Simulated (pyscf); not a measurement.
TeH₂ + SiH₄ -> H₃Si–TeH + H₂ (four-centre exchange; singlet surface; H–Te, H–Si broken, Si–Te, H–H formed). Structures and frequencies: ωB97X-D3(BJ)/def2-SVP in PySCF. Rate constants from transition-state theory, ωB97M-D3(BJ)/def2-TZVP energies (ideal gas, 1 atm, RRHO with modes under 100 cm⁻¹ raised to 100, one conformer, R ln 2 for chiral ones without a mode under 150 cm⁻¹; no tunnelling), k in cm³ molecule⁻¹ s⁻¹.

```tsv
T (K)	1000/T	log10 k
298	3.354	-49.23
600	1.667	-30.18
900	1.111	-23.68
1200	0.833	?
```

Fit an Arrhenius line to the three values, give the activation energy, and predict k at 1200 K.

Least squares gives log10 k = -11.13 − 11.37 × 1000/T, so Ea = 11.37 × ln 10 × 1.987 = 52.0 kcal/mol, against an electronic barrier of 50.2. At 1200 K the line gives -20.61; the computed value is -20.32 (ΔG‡ = 82.0 kcal/mol), a factor 1.9 over the line, since the plot is curved. This is the saddle that the search found; another between the same sides may lie lower. Elements past Kr carry the def2 core potentials, without spin-orbit coupling.
